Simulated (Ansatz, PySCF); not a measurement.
Process, species as SMILES: [F][Al][F] → [F][Al][F] as singlet, charge +1 + e-
Each molecule is optimised on its own at B3LYP-D3(BJ)/def2-TZVP (Ansatz, a quantum-chemistry and plane-wave program).

Wanted: adiabatic ionisation energy (electronic energy difference), in eV. Correlated levels leave the core frozen unless marked. UHF or UKS for open shells. Spin-orbit coupling is left out. No relativistic terms. Basis-set limits of correlation are two-point, X^-3; Hartree-Fock from the larger set. The bracket is a focal-point correction in the basis named.

| level | program | adiabatic ionisation energy (eV) | minus last row |
|---|---|---|---|
| HF/6-31G* | Ansatz | 8.37 | -0.26 |
| HF/def2-TZVPD | PySCF | 8.41 | -0.22 |
| PBE-D3(BJ)/def2-TZVPD | Ansatz + dftd3 | 8.76 | 0.13 |
| PBE0/STO-3G | Ansatz | 4.11 | -4.52 |
| PW6B95-D3(BJ)/def2-TZVPD | PySCF + dftd3 | 8.75 | 0.12 |
| PW6B95-D4/def2-TZVPD | PySCF + dftd4 | 8.76 | 0.13 |
| M06-2X/def2-TZVPD | PySCF | 8.94 | 0.31 |
| CCSD/cc-pV(D+d)Z | Ansatz | 8.63 | 0.00 |
| RI-MP2/CBS(cc-pV(T+d)Z,cc-pV(Q+d)Z)+[CCSD(T)-MP2]/cc-pV(D+d)Z | Ansatz | 8.63 | 0.00 |
| CCSD(T)/CBS(cc-pV(T+d)Z,cc-pV(Q+d)Z) | Ansatz | 8.63 | 0.00 |
